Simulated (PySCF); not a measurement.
## State search for AlCl

Unrestricted PBE0; basis Al def2-TZVPPD, Cl def2-TZVPPD; no relativity; PySCF 2.14. Outer shells of the fragments: Al 3s2 3p1; Cl 3s2 3p5.

Followed along the bond (rough minima from three points):

```
2Ms+1  unpaired  ⟨S²⟩ at the start  R at minimum (Å)  Te (eV)
    1      none               0.00              2.15     0.00
    3  σ ↑, π ↑               2.00              2.11     2.79
```

Solutions found at the starting distance of 2.165 Å, counted from the lowest of them; the search is not exhaustive and high or unbound solutions are not listed, so other states can lie among these:

| 2Ms+1 | unpaired | term | E (eV) | ⟨S²⟩ | ⟨Lz²⟩ | μ (D) |
| --- | --- | --- | --- | --- | --- | --- |
| 1 | none | ¹Σ⁺ | 0.00 | 0.00 | 0.00 | -1.71 |
| 3 | σ ↑, π ↑ | ³Π | 2.81 | 2.00 | 1.00 | -1.84 |
| 1 | σ ↑, π ↓ | mixed | 3.53 | 1.01 | 1.01 | -1.48 |
| 3 | σ ↑↑ | ³Σ⁺ | 5.11 | 2.00 | 0.00 | -0.72 |
| 3 | π ↑↑ | mixed | 6.20 | 2.02 | 2.02 | 3.59 |
| 3 | π ↑↑ | mixed | 6.40 | 2.02 | 2.02 | 3.76 |
| 3 | σ ↑, δ ↑ | ³Δ | 7.25 | 2.00 | 4.00 | -1.40 |

A term symbol is given only where ⟨S²⟩ and ⟨Lz²⟩ are close to those of a pure state; real π, δ and φ orbitals otherwise mix terms. A positive dipole means Al(−)Cl(+).

The measured ground state is X ¹Σ+ (Huber and Herzberg, Constants of Diatomic Molecules (1979)).

Counting both spins, an empty level lies below a filled one in some of these solutions, because spin and occupation are held.
